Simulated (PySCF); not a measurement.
## Ionisation energy of F by level of theory

F [He] 2s2 2p5 (2P) → F⁺ [He] 2s2 2p4 (3P), as a difference of total energies. All numbers are calculated (PySCF 2.14, scalar relativity by spin-free X2C-1e, in jorge-DZP-DKH). Correlated levels: valence: 1s2 frozen. The calculations carry no spin-orbit coupling.

```tsv
method	ionisation energy (eV)
UHF	15.684
M06-2X	17.500
TPSS	17.339
MP2 (valence)	16.844
SCS-MP2 (valence)	16.787
CCSD (valence)	16.774
CCSD(T) (valence)	16.795
```

How much does correlation contribute at CCSD(T) (valence)?

16.795 − (15.684) = 1.111 eV, measured against UHF.

Errors of the correlated levels include the incompleteness of this basis and the frozen core.

For comparison: 17.427 eV (measured; NIST levels, between the centres of gravity of the two terms).
